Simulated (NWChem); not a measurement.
# Atomisation of FLi

```
Li
F 1 1.5323
```
Charge 0, spin multiplicity 1.

All runs are NWChem calculations. Structure: optimised with PBE0/def2-SVP, a minimum by its harmonic frequencies.

Basis set: def2-TZVP. The atomisation energy is electronic alone: no zero-point, thermal, spin-orbit or counterpoise terms. No value is extrapolated to the basis-set limit. Free atoms are single determinants with multiplicities Li 2, F 2. Correlated methods freeze the same cores in atoms and molecule, 1 orbitals in all.

B3LYP has NWChem's definition, with VWN1-RPA local correlation. The structure started from a generated list of species. No SCF solution was tested for a lower state. Open-shell Hartree-Fock references start from PBE0 orbitals. Coupled-cluster values serve here as a point of comparison, not as the truth.

| method | atomisation energy (kcal/mol) |
|---|---|
| PBE0 | 128.3 |
| LDA (SVWN5) | … |
| B3LYP | 133.3 |
| HF | … |
| CCSD(T) | 128.2 |
| MP2 | 134.9 |
| PBE | 135.2 |
| TPSS | 132.3 |
| M06-2X | 133.9 |
| LC-wPBE (omega 0.3 per bohr) | 133.7 |

**Question.** Complete the blanks.

**Answer.** 
- LDA (SVWN5), atomisation energy (kcal/mol): 152.6
- HF, atomisation energy (kcal/mol): 87.5
